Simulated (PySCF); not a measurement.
# S₂F₂: how level, basis and relativity move the structure

Each row is its own optimisation.

Each entry is the lowest minimum that a search over a few typed start shapes (and spin states, where more than one is plausible) found, or that minimum re-optimised at the stated level; isomers with ligand–ligand bonds, or fragments after loss of a ligand pair, can lie lower. Open shells are unrestricted; no spin–orbit coupling; PySCF with density fitting.

| level | 2S+1 | point group | mean bond to S (Å) | highest ω (cm⁻¹) | lowest ω (cm⁻¹) | dipole (D) | distinct angles (°) |
| --- | --- | --- | --- | --- | --- | --- | --- |
| B3LYP/def2-TZVP (no relativity) | ? | ? | ? | ? | ? | ? | ? |
| PBE/def2-TZVP (no relativity) | 1 | Cs | 1.728 | 739 | 252 | 1.10 | 92/108 |
| PBE0/def2-TZVP (no relativity) | 1 | Cs | 1.690 | 778 | 276 | 0.96 | 92/108 |

Question: Fill in the row of B3LYP/def2-TZVP (no relativity).

Answer: 2S+1: 1; point group: Cs; mean bond to S (Å): 1.708; highest ω (cm⁻¹): 743; lowest ω (cm⁻¹): 265; dipole (D): 1.13; distinct angles (°): 92/108.

Across these levels the mean bond spreads over 0.038 Å and the highest wavenumber over 40 cm⁻¹; all give the same point group.

Levels that gave another bonding pattern or an unsound solution are left out.
